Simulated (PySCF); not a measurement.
Telling isomers of C₅H₁₀ apart by NMR

PySCF 2.14 calculation with PBE0-D3(BJ)/def2-SVP structure, couplings computed with B3LYP/pcJ-1 (spin–dipole term left out of most H,H and C,H couplings) and PBE0/pcSseg-1 with gauge-including orbitals; non-relativistic Hamiltonian, no solvent, fast rotation and ring inversion assumed for equivalent nuclei, single conformer.

References, each an isolated molecule treated in the same way: $^{1}$H and $^{13}$C vs TMS. Multiplet labels drop J under 1 Hz and among equivalent protons, and merge close values. Unscaled 3J(H,H) run several per cent high. Shifts are as computed. Against solution values, carbons near 30 ppm lie about +2 ppm off and those near 130 ppm about +5 ppm. Of 1211 compounds with measured shifts, 218 miss one by over three times the rms of a fit or turn the order of signals round; such compounds aren't used in these exercises. Across acyclic CH2–CH2 and CH–CH2 bonds, 3J(H,H) assumes equally populated rotamers.

(1) Tabulate the signals of `C=CCCC`, `C/C=C\CC`, `C/C=C/CC` and their relative energies.

(2) What is the quickest way to tell C=CCCC from C/C=C\CC?

(3) What is the quickest way to tell C/C=C\CC from C/C=C/CC?

(4) What is the quickest way to tell C=CCCC from C/C=C/CC?

Answers

(1) 
```tsv
SMILES	carbon types	δC	δH	E rel. (kcal/mol)
C=CCCC	1×CH 3×CH2 1×CH3	148.9, 121.9, 41.6, 27.1, 16.6	6.03 (ddt, 1H), 5.34 (dq, 1H), 5.21 (ddt, 1H), 1.88 (qt, 2H), 1.22 (sext, 2H), 1.01 (t, 3H)	3.1
C/C=C\CC	2×CH 1×CH2 2×CH3	140.2, 131.9, 23.4, 16.4, 14.8	5.59 (m, 1H), 5.56 (m, 1H), 2.04 (m, 2H), 1.71 (m, 3H), 0.96 (t, 3H)	1.2
C/C=C/CC	2×CH 1×CH2 2×CH3	141.7, 133.2, 31.0, 21.2, 17.0	5.61 (m, 1H), 5.61 (m, 1H), 1.93 (m, 2H), 1.74 (m, 3H), 0.96 (t, 3H)	0.0
```

Energies are electronic energies at PBE0/pcSseg-1 on these geometries, without zero-point or thermal terms, each for the one conformer computed, which needn't be the lowest.

(2) Both give the same number of carbon signals, but DEPT or the intensities differ. The first has a terminal =CH2 carbon at 121.9 ppm, the second an alkene CH at 131.9 ppm. Their most deshielded carbons lie at 148.9 and 140.2 ppm. In the proton spectra the most deshielded non-exchanging signals are 6.03 (ddt, J = 17.9, 11.2, 8.4 Hz, 1H) and 5.59 (m, 1H).

(3) Both give the same number of carbon signals, with the same numbers of each carbon type, so the positions decide. The first has an allylic sp3 CH2 at 23.4 ppm, the second an allylic sp3 CH2 at 31.0 ppm. Their most deshielded carbons lie at 140.2 and 141.7 ppm.

(4) Both give the same number of carbon signals, but DEPT or the intensities differ. The first has a terminal =CH2 carbon at 121.9 ppm, the second an alkene CH at 133.2 ppm. Their most deshielded carbons lie at 148.9 and 141.7 ppm. In the proton spectra the most deshielded non-exchanging signals are 6.03 (ddt, J = 17.9, 11.2, 8.4 Hz, 1H) and 5.61 (m, 1H).
